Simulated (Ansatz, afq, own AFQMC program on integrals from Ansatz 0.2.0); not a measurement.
# HBr2, doublet: AFQMC among the cluster methods

| atom | x (Å) | y (Å) | z (Å) |
| --- | --- | --- | --- |
| Br | 0.0000 | 0.0000 | -1.6800 |
| H | 0.0000 | 0.0000 | -0.0590 |
| Br | 0.0000 | 0.0000 | 1.7390 |

Connectivity, by distances: Br ··· Br, 1 bridging H.

Basis cc-pVTZ. Only valence electrons are correlated. Integrals, coupled cluster, full CI and functionals: Ansatz 0.2.0; the random walks run on the same integrals in our own AFQMC program. ph-AFQMC/CISD is guided by a CISD state made of CCSD amplitudes; releasing the constraint for a short imaginary time cuts its bias at the price of noise, slowly where states lie close. Error bars are statistical, one sigma. No spin–orbit coupling.

Determinant: UHF, the one that the program's search chose, which needn't be the lowest solution. The geometry is a point of a scan.

No full CI on the walks' own integrals is used here; CCSDT(Q) serves as the reference and is uncertain by about the last step of the cluster series.

Cautions: no relativity below Rb; no spin-orbit coupling; inner d shell frozen; unrestricted determinant slightly spin contaminated (⟨S²⟩ 0.82 against 0.75); the released energies have errors that jump between times, so the bars are unsure, so no released level is given (meV from the phaseless value at times in 1/Eh: 10 ± 16 at 0.24, -10 ± 5 at 0.51, -22 ± 5 at 0.99, -2 ± 6 at 1.50).

* T1 diagnostic: 0.0154
* weight of the determinant in the CISD state: 0.851
* ⟨S²⟩ of the determinant: 0.815
* size of the correlated space: 15 electrons in 72 orbitals

```tsv
level	correlation energy (eV)
MP2	-8.7162
CCSD	-9.7771
CCSD(T)	-10.1446
```

Problem. Estimate where phaseless AFQMC with a CISD trial lies against CCSD(T) on the same integrals.

Solution. 0.74 ± 0.12 kcal/mol below CCSD(T).

Reference: CCSDT(Q), correlation energy -10.194 eV.

```tsv
level	E − E(reference) (kcal/mol)	share of correlation (%)
CCSD(T)	1.14	99.52
CCSDT	0.37	99.84
ph-AFQMC/CISD	0.40 ± 0.12	99.83
```

A walk keeps the symmetry of its determinant, which the program's search chose and which needn't be the lowest solution, so a lower state of the same spin and another symmetry isn't excluded.
